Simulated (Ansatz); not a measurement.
Two-coordinate energy map

AlNH4O (SMILES [NH2][AlH][OH]), singlet, PBE0-D4/def2-TZVP minimum:

```xyz
7
angstrom
N -1.1503 0.3460 -0.5687
Al 0.3306 0.1491 0.3626
O 1.3046 -1.1875 -0.0208
H -1.4577 -0.2701 -1.3033
H -1.8085 1.0956 -0.4369
H 0.7168 1.1797 1.4954
H 2.1257 -1.3807 0.4260
```

Rows set the bond length Al2–H6 (Å; 1.579 at the minimum), columns the angle Al2–N1–H4 (°; 125.1), set in this order; the parts move rigidly, in a bend the first-named atom's side turns in the plane, and in a torsion the whole end group turns. CCSD(T) energies count from the value at that structure, in kJ/mol. Computed with Ansatz 0.2.0 (basis: def2-TZVPP); correlated methods freeze the cores.

```csv
Al2–H6 \ Al2–N1–H4,95.1,105.1,115.1,125.1,135.1,145.1,155.1
1.295,110.9,93.3,82.5,78.7,81.8,92.0,109.5
1.392,61.2,43.6,32.8,29.1,32.3,42.7,60.4
1.534,33.3,15.6,4.9,1.2,4.7,15.3,33.3
1.699,40.6,22.8,12.1,8.6,12.3,23.2,41.6
1.882,74.2,56.4,45.8,?,46.3,57.6,?
2.080,123.4,105.6,95.1,91.9,96.1,107.6,?
2.290,178.7,161.0,150.6,147.5,151.9,163.7,183.1
```

Question: Fill in the withheld cells. (An estimate is asked for; the value comes from the calculation.)

Answer: Computed: (1.882, 125.1): 42.4; (1.882, 155.1): 76.3; (2.080, 155.1): 126.7 kJ/mol. These count from the CCSD(T) energy at the PBE0-D4 minimum.

The same grid for a cheaper method: MP2 − CCSD(T), both counted from the minimum, in kJ/mol:
```json
{"Al2–H6 \\ Al2–N1–H4": "1.295", "95.1": "-1.2", "105.1": "-1.1", "115.1": "-1.0", "125.1": "-0.9", "135.1": "-1.0", "145.1": "-1.0", "155.1": "-1.1"}
{"Al2–H6 \\ Al2–N1–H4": "1.392", "95.1": "-1.1", "105.1": "-0.9", "115.1": "-0.9", "125.1": "-0.8", "135.1": "-0.8", "145.1": "-0.9", "155.1": "-1.0"}
{"Al2–H6 \\ Al2–N1–H4": "1.534", "95.1": "-0.5", "105.1": "-0.4", "115.1": "-0.3", "125.1": "-0.3", "135.1": "-0.3", "145.1": "-0.3", "155.1": "-0.4"}
{"Al2–H6 \\ Al2–N1–H4": "1.699", "95.1": "0.7", "105.1": "0.8", "115.1": "0.9", "125.1": "0.9", "135.1": "0.9", "145.1": "0.9", "155.1": "0.8"}
{"Al2–H6 \\ Al2–N1–H4": "1.882", "95.1": "2.7", "105.1": "2.8", "115.1": "2.9", "125.1": "3.0", "135.1": "3.0", "145.1": "2.9", "155.1": "2.9"}
{"Al2–H6 \\ Al2–N1–H4": "2.080", "95.1": "5.9", "105.1": "6.0", "115.1": "6.1", "125.1": "6.2", "135.1": "6.2", "145.1": "6.2", "155.1": "6.3"}
{"Al2–H6 \\ Al2–N1–H4": "2.290", "95.1": "10.7", "105.1": "10.7", "115.1": "10.8", "125.1": "10.9", "135.1": "11.0", "145.1": "11.1", "155.1": "11.3"}
```

No T1 diagnostic of these runs exceeds 0.015.

For scale, one of the runs: CCSD(T)/def2-TZVPP, 160 basis functions (an equivalent command: `ansatz run in.yaml --threads 2`). Hardware: 2 CPU threads, shared host. Wall time 57 s; peak host memory 1.1 GiB.
